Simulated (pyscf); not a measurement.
Optimised with ωB97X-D3(BJ)/def2-SVP in PySCF. MP2 and CC: frozen core, UHF for open shells. ΔMP2 is the change of the MP2 total energy from the triple- to the quadruple-zeta basis.

Estimate the classical barrier height and the reaction energy of O=Ti=O + H₂S -> O=Ti(OH)–SH at CCSD(T)/def2-TZVPP + ΔMP2(QZVPP). The step runs on the singlet surface, breaks H–S and forms S–Ti, H–O; take the separated reactants as zero.

ΔE‡ = -22.5 kcal/mol, ΔE = -72.3 kcal/mol. Zero-point energy shifts the barrier by +0.7 kcal/mol. It is an addition across a multiple bond or ene-type step, with an imaginary mode of 555i cm⁻¹. On the reactant side the descent ends in an adduct with a S–Ti contact, 28.5 kcal/mol under the separated species and 3.9 kcal/mol under the saddle at ωB97X-D3(BJ)/def2-TZVP. At CCSD(T) the saddle lies under the separated reactants, which points to a path from their complex (located at ωB97X-D3(BJ) alone). What is counted as formed (S–Ti) is already present as a longer contact in the reactant adduct; forming that adduct is a step of its own. At ωB97X-D3(BJ)/def2-TZVP the barrier from the zero used here is -24.6 kcal/mol. One saddle was located; it need not be the lowest between these sides. The CCSD(T) − MP2 part came from Ansatz, without density fitting, on the same reference. The frozen core leaves the outer d or s,p core shells of the metals and heavy elements correlated in the MP2 and CC values, and def2-TZVPP describes them poorly, which can shift differences by a few kcal/mol.
